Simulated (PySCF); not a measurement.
Compound: C5H11N.
Cartesian coordinates in Å at the PBE0-D3(BJ)/def2-SVP level; atoms count from 1:
```xyz
17
C5H11N angstrom
C     -1.929    0.735   -0.386
N     -0.725    0.238    0.213
C      0.447    1.063    0.022
C      1.592    0.194    0.546
C      1.071   -1.252    0.397
C     -0.326   -1.087   -0.205
H     -2.773    0.066   -0.156
H     -2.173    1.730    0.017
H     -1.860    0.825   -1.495
H      0.605    1.302   -1.057
H      0.344    2.023    0.553
H      2.523    0.371   -0.012
H      1.799    0.424    1.601
H      1.716   -1.874   -0.240
H      1.012   -1.745    1.378
H     -0.279   -1.166   -1.318
H     -1.047   -1.845    0.142
```

The closed-shell ground state was solved at several levels (PySCF, density fitting, gas phase, non-relativistic).

| level | basis functions | total energy (Eh) | HOMO (eV) | LUMO (eV) | gap (eV) | dipole (D) |
| --- | --- | --- | --- | --- | --- | --- |
| CAM-B3LYP/def2-SVPD | 208 | -251.5819 | -7.49 | 1.44 | 8.93 | 0.50 |
| B3LYP/def2-TZVP | 252 | -251.9897 | -5.90 | 0.82 | 6.72 | 0.37 |
| B3LYP/pcSseg-2 | 370 | -251.9957 | -5.92 | 0.32 | 6.24 | 0.38 |
| B3LYP/pcJ-0 | 111 | -251.4972 | -5.55 | 2.46 | 8.01 | 0.49 |
| B3LYP/pcJ-1 | 272 | -251.9109 | -5.83 | 1.11 | 6.94 | 0.37 |
| B3LYP/6-31G* | 106 | -251.8898 | -5.57 | 2.27 | 7.84 | 0.40 |
| B3LYP/6-31G-J | 116 | -251.8685 | -5.46 | 2.22 | 7.68 | 0.56 |

(1) What might PBE0/pcSseg-1 (157 basis functions) give for the same quantities?

(2) Over all these levels, which gives the widest orbital gap and which the narrowest?

(3) How much does the basis alone move the frontier levels among the 6 B3LYP rows?

(4) How far do the dipole and the HOMO energy spread over the levels?

Results:

(1) Total energy -251.5562 Eh, HOMO -6.05 eV, LUMO 1.39 eV, gap 7.44 eV, dipole 0.43 D.

(2) CAM-B3LYP/def2-SVPD (range-separated hybrid) has the widest, 8.93 eV, and B3LYP/pcSseg-2 (global hybrid, 20 % exact exchange) the narrowest, 6.24 eV. Functional and basis both differ between the two, so the spread mixes both effects.

(3) The HOMO by 0.46 eV and the LUMO by 2.14 eV. By rising basis size (HOMO, LUMO in eV): 6-31G* -5.57, 2.27; pcJ-0 -5.55, 2.46; 6-31G-J -5.46, 2.22; def2-TZVP -5.90, 0.82; pcJ-1 -5.83, 1.11; pcSseg-2 -5.92, 0.32.

(4) The dipole runs from 0.37 to 0.56 D (mean 0.44 D) and the HOMO from -7.49 to -5.46 eV.

One conformer stands for the species.
